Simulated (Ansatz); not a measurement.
Two isomers of C5H8O: A = `C=CCOC=C`, B = `C=C(C=O)CC`.

Computed with Ansatz on PBE0-D4/def2-TZVP structures; ΔE is electronic, products minus reactants. CBS: MP2 limit from def2 TZ/QZ plus the TZ coupled-cluster correction, frozen cores. Functionals use def2-TZVPP. B3LYP here is the variant with VWN-RPA as its local correlation; programs differ in this. One conformer a species, not always the lowest.

A:

Z-matrix (Å, degrees):
```
C
C 1 1.487
O 1 1.416 2 108.5
H 1 1.100 2 110.5 3 -119.3
H 1 1.097 2 111.0 3 121.2
C 2 1.324 1 123.8 3 -129.5
H 2 1.087 1 115.7 3 51.9
C 3 1.344 1 116.4 2 -178.2
H 6 1.086 2 121.4 1 2.1
H 6 1.083 2 121.6 1 -177.7
C 8 1.330 3 128.2 1 -0.6
H 8 1.085 3 110.1 1 179.5
H 11 1.081 8 123.7 3 -0.1
H 11 1.081 8 118.6 3 180.0
```

B:

```xyz
14

C     0.510   -0.286    1.796
C     0.542   -0.112    0.474
C     1.578    0.796   -0.056
O     1.756    1.017   -1.227
C    -0.388   -0.763   -0.499
C    -1.436    0.205   -1.038
H    -0.204   -0.946    2.274
H     1.211    0.236    2.440
H     2.215    1.272    0.720
H     0.202   -1.150   -1.335
H    -0.875   -1.615   -0.017
H    -2.059    0.597   -0.230
H    -0.963    1.047   -1.546
H    -2.089   -0.297   -1.756
```

(1) Which is lower in electronic energy at CCSD(T)/CBS, and by how much? (Estimate.)

(2) Give E(B) − E(A) in kJ/mol with PBE-D4, B3LYP-D4, BLYP-D4, LDA (SPW92), ωB97M-V, CCSD/def2-TZVPP, B2PLYP. (An estimate is asked.)

(3) Does the order hold for the free energy at 298.15 K (harmonic terms from PBE0-D4)? (Estimate.)

Largest T1 diagnostic: 0.013.

Answers

(1) The calculation gave: B, by 96.0 kJ/mol.

(2) Computed: PBE-D4 -99.3, B3LYP-D4 -95.9, BLYP-D4 -96.9, LDA (SPW92) -86.9, ωB97M-V -94.8, CCSD/def2-TZVPP -97.2, B2PLYP -97.8. None reverses the order clearly.

(3) Computed: Yes: G(B) − G(A) = -96.1 kJ/mol, for one conformer each.

At CCSD(T), def2-SVP lies −17.3 kJ/mol from the extrapolated value and def2-TZVPP −2.7 kJ/mol. The D4 term adds −3.9 kJ/mol with B3LYP and −2.1 kJ/mol with PBE0; it sums over pairs of atoms, weighted by their polarisabilities, and B3LYP, whose exchange is more repulsive, gets the larger term.
